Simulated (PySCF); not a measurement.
Coordinates in bohr (charge 0 multiplicity 2):
```
C    -0.7071    0.0000    0.3081
O     0.6726    0.0000    2.0568
O    -0.2418    0.0000   -2.1347
H     1.5812    0.0000   -2.4080
```

All numbers come from PySCF, UPBE0, basis C def2-TZVP, O def2-TZVP, H def2-TZVP (no relativity, density fitting).

This geometry of CO(OH) is a stationary point at this level.

Task: What is the point group?

Result: Cs.

Task: Is it a minimum?

Result: Yes: all harmonic wavenumbers are real.

Task: List the harmonic modes with their infrared intensities.

Result: 
| symmetry | ω (cm⁻¹) | IR (km/mol) |
| --- | --- | --- |
| a'' | 606 | 113 |
| a' | 607 | 35.1 |
| a' | 1108 | 162 |
| a' | 1307 | 0.3 |
| a' | 1910 | 345 |
| a' | 3629 | 21.5 |

Task: Give the ideal-gas entropy at 298.15 K and 1 bar by parts.

Result: translation 156.3, rotation 85.2, vibration 4.0, spin 5.8; total 251.4 J/(mol K).

Other isomers or separated fragments may lie lower. At this level a doublet minimum of Cs symmetry lies 6 kJ/mol below this structure.
